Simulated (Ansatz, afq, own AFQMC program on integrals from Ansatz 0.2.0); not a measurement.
AFQMC on a folder of integrals that Ansatz 0.2.0 wrote.

```yaml
crystal:
  periodic: [false, false, false]
  atoms:
    - {symbol: Ge, position_ang: [0.000000, 0.000000, 0.080265]}
    - {symbol: C, position_ang: [0.000000, 0.000000, -1.701841]}
    - {symbol: H, position_ang: [0.000000, 0.000000, 1.621576]}
basis:
  gaussian: {orbitals: aug-cc-pVTZ}
total_charge: 1
magnetization: {spin_polarized: true, initial_magnetization: 2}
correlation: {method: ccsd_t, electrons: outside_noble_gas, hamiltonian_folder: ham}
```

```sh
$ ansatz run in.yaml --threads 1 --pin off --events-out ev --progress --plain --max-ram 24576MiB --backend cuda --devices 0, --max-vram 18GiB
```

Options of the walk:

```
--method phaseless --trial cisd --walkers 200 --populations 10 --least-time 60 --time-step 0.005 --steps-per-block 50 --equilibration-blocks 28 --max-blocks 4000 --target-error 0.00017 --factor-cut 1e-05 --start spin_pure --seed 1628 --release-times 0.24,0.51,0.99,1.62,2.4 --release-step 0.03 --release-every 3 --taylor-order 6
```

Times are imaginary, in 1/Eh. The walk had a cap of 169 s. With eight or more populations the least sampling time is a fifth of least-time, and the error comes from their spread. Filled inner d shells are frozen with the cores.

Output of the walk:

```
orbitals 113  electrons 5 3  factors 742 of 782
reference energy -2113.36025986 Eh
CCSD correlation -0.21387766 Eh in 13 cycles, weight of the determinant in the CISD state 0.8673
energy of the start -2113.573243 Eh
 block  time / (1/Eh)  mean weight  energy / Eh
     1     0.250  1.0006  -2113.572692
     2     0.500  1.0010  -2113.573979
     3     0.750  1.0006  -2113.577619
     4     1.000  0.9995  -2113.579150
     5     1.250  1.0000  -2113.581359
     8     2.000  0.9995  -2113.585717
    12     3.000  1.0019  -2113.584074
    45    11.250  1.0005  -2113.600484
    78    19.500  0.9984  -2113.584609
   111    27.750  1.0012  -2113.584519
   144    36.000  0.9995  -2113.586907
   177    44.250  0.9993  -2113.586198
   210    52.500  0.9992  -2113.586831
   243    60.750  1.0006  -2113.587992
   265    66.250  1.0006  -2113.581057
   276    69.000  1.0014  -2113.588211
   309    77.250  0.9981  -2113.588869
   342    85.500  0.9995  -2113.593796
   375    93.750  1.0005  -2113.586456
   408   102.000  0.9995  -2113.589734
   441   110.250  0.9991  -2113.584776
   452   113.000  1.0008  -2113.589672
error from the spread of 10 populations
released: time / (1/Eh)  energy / Eh  error  mean overlap
  0.24  -2113.526508  0.060935  1.0021
  0.51  -2113.587727  0.000297  1.0041
  0.99  -2113.588025  0.000212  1.0031
  1.62  -2113.588016  0.000302  1.0062
  2.40  -2113.588723  0.000404  1.0147
energy -2113.586937 +/- 0.000377 Eh
(rows thinned)
```

The run passed its tests (sampling time, drift between the halves within three errors, error under three times the target), which doesn't prove that it has relaxed, ending at its cap on processor time.

Against this walk (error 10.3 meV) on the same determinant: CCSD(T) 15.5 meV higher (within the noise). The error is statistical and leaves out the bias of the constraint. None of these is a sure reference here. The released energies have errors that jump between times, so the bars are unsure (meV from the phaseless value at times in 1/Eh: 1644 ± 1658 at 0.24, -22 ± 8 at 0.51, -30 ± 6 at 0.99, -29 ± 8 at 1.62, -49 ± 11 at 2.40), so they give no level; they do show a bias of the constraint, and the last of them that isn't too noisy lies 64 meV below CCSD(T).

Cautions: constraint bias not in the error; error above the target (10.3 against 4.6 meV); no relativity below Rb; no spin-orbit coupling; inner d shell frozen; lower spins were not checked; so few walkers bias the energy.

The walk took 2.8 min on 1 × NVIDIA H100 80GB HBM3 with 2 threads of AMD EPYC 7R13 Processor (Zen 3) (shared host) (the card was shared). The log's last line is the phaseless energy.

A walk keeps the symmetry of its determinant, which the program's search chose and which needn't be the lowest solution, so a lower state of the same spin and another symmetry isn't excluded.
